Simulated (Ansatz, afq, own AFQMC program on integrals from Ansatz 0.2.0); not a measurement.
## BSiH3, singlet: energetics from AFQMC and coupled cluster

```csv
atom,x (Å),y (Å),z (Å)
Si,0.0091,0.0000,0.6016
B,0.0825,0.0000,-1.2150
H,-0.6559,-0.9412,-0.6669
H,-0.6559,0.9412,-0.6669
H,0.1724,0.0000,-2.3958
```

Geometry: a PBE0/def2-TZVP stationary point, not shown to be a minimum. Basis cc-pVDZ. Only valence electrons are correlated. Ansatz 0.2.0 and our own AFQMC program on the same integrals; the CISD trial comes from CCSD amplitudes, and released means the phaseless constraint is let go. Uncertainties: one standard error, sampling alone.

Best estimates are CCSD(T) at the basis-set limit (def2-TZVPP/QZVPP) plus the step from CCSD(T) to the highest rung at hand in cc-pVDZ, named in the table (released AFQMC can keep some 10 meV of bias). No zero-point, core-correlation or spin–orbit terms. Where CCSD(T) in the larger sets was too dear, only MP2 was extrapolated. Other levels are in cc-pVDZ, the functionals in def2-TZVP; a dash marks a level that is missing or breaks spin symmetry for a member.

Cautions: BSiH₃ (singlet): the ph-AFQMC/HF walk drifts between its halves (2.5 errors); BSiH₃ (triplet): another spin lies lower, unrestricted determinant slightly spin contaminated (⟨S²⟩ 2.08 against 2.00); row 1: core correlation is missing, and it shifts such a gap most where an s electron is promoted.

| process | PBE (kJ/mol) |
| --- | --- |
| to charge +0, triplet (vertical) | 285 |
| to free atoms | 1448 |

From these values, estimate the best estimates.


| process | best estimate (kJ/mol) | highest rung |
| --- | --- | --- |
| to charge +0, triplet (vertical) | 313 | CCSDT(Q) |
| to free atoms | 1430 | CCSDT(Q) |

Errors against the best estimates in kJ/mol, in the same order:

```json
{"level": "MP2", "error, 1": "8", "error, 2": "-124"}
{"level": "CCSD(T)", "error, 1": "-1", "error, 2": "-125"}
{"level": "ph-AFQMC/CISD", "error, 1": "1 ± 2", "error, 2": "-121 ± 2"}
{"level": "CCSD(T)/CBS", "error, 1": "1", "error, 2": "-2"}
{"level": "PBE", "error, 1": "-28", "error, 2": "18"}
{"level": "r2SCAN", "error, 1": "-35", "error, 2": "17"}
{"level": "PBE0", "error, 1": "-28", "error, 2": "2"}
{"level": "B3LYP", "error, 1": "-16", "error, 2": "-3"}
{"level": "wB97M-V", "error, 1": "10", "error, 2": "20"}
{"level": "B2PLYP", "error, 1": "-8", "error, 2": "-18"}
```

Cost at the first geometry: PBE0/cc-pVDZ, 1.4 s on 1 thread of Arm Neoverse V1, on a shared host; RCCSD(T)/cc-pVDZ, 0.51 s on 1 thread of Arm Neoverse V1, with other jobs on the host; CCSD(T)/def2-QZVPP, 4.2 min on 1 thread of Arm Neoverse V1 (shared host); CCSDT(Q), 6 s on 1 thread of Arm Neoverse V1 (shared host); ph-AFQMC/CISD with release, 4.3 min on 1 thread of Arm Neoverse V1, with other jobs on the host.

Best estimates are given only where the step beyond CCSD(T) is under 0.3 eV and no member's determinant is very poor (T1 over 0.05, or 0.07 for open shells, ⟨S²⟩ too high by 0.3, two states mixed), so the hardest cases are missing from such tables.

The functionals ran in a triple-zeta set and keep a basis error of their own, a few kJ/mol for each bond in atomization energies and more for double hybrids, so close places among them and the extrapolated levels can swap.

CCSDT and higher add their correlation energy to the determinant of the CCSD(T) run, since their own runs factorise the integrals more tightly (a shift of under 2 meV). Each member of a difference takes its own highest rung, so a best estimate needn't equal the limit plus the step of one row. A walk keeps the symmetry of its determinant, which the program's search chose and which needn't be the lowest solution, so a lower state of the same spin and another symmetry isn't excluded.
